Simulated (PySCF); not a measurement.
**Spin states of BP⁺**

Unrestricted PBE0; basis B aug-pcseg-1, P aug-pcseg-1; no relativity; PySCF 2.14. Outer shells of the fragments: B+ 2s2; P 3s2 3p3.

Followed along the bond (rough minima from three points):

```json
{"2Ms+1": "4", "unpaired": "σ ↑, π ↑↑", "⟨S²⟩ at the start": "3.76", "R at minimum (Å)": "1.86", "Te (eV)": "0.00"}
{"2Ms+1": "2", "unpaired": "σ ↓, π ↑↑", "⟨S²⟩ at the start": "1.77", "R at minimum (Å)": "1.88", "Te (eV)": "0.31"}
{"2Ms+1": "2", "unpaired": "σ ↑, π ↑↓", "⟨S²⟩ at the start": "1.76", "R at minimum (Å)": "1.87", "Te (eV)": "0.47"}
{"2Ms+1": "2", "unpaired": "σ ↑", "⟨S²⟩ at the start": "0.78", "R at minimum (Å)": "1.87", "Te (eV)": "1.41"}
{"2Ms+1": "2", "unpaired": "π ↑", "⟨S²⟩ at the start": "1.09", "R at minimum (Å)": "none in the scan", "Te (eV)": "≤ 1.23"}
```

Solutions found at the starting distance of 1.980 Å, counted from the lowest of them; the search is not exhaustive and high or unbound solutions are not listed, so other states can lie among these:

```csv
2Ms+1,unpaired,term,E (eV),⟨S²⟩,⟨Lz²⟩,μ (D)
4,"σ ↑, π ↑↑",⁴Σ⁻,0.00,3.76,0.00,-2.04
2,"σ ↓, π ↑↑",mixed,0.29,1.77,0.00,-2.13
2,"σ ↑, π ↑↓",mixed,0.45,1.76,2.02,-1.99
2,σ ↑,mixed,1.41,0.78,2.00,-1.72
2,π ↑,mixed,1.63,1.09,1.01,-2.67
2,π ↑,²Π,2.57,0.75,1.01,1.22
4,π ↑↑↑,⁴Π,3.20,3.86,1.00,-2.50
4,"σ ↑, π ↑↑",mixed,3.77,3.76,2.01,0.18
```

A term symbol is given only where ⟨S²⟩ and ⟨Lz²⟩ are close to those of a pure state; real π, δ and φ orbitals otherwise mix terms. A positive dipole points towards P; it is taken about the centre of mass and depends on that origin.

Counting both spins, an empty level lies below a filled one in some of these solutions, because spin and occupation are held.
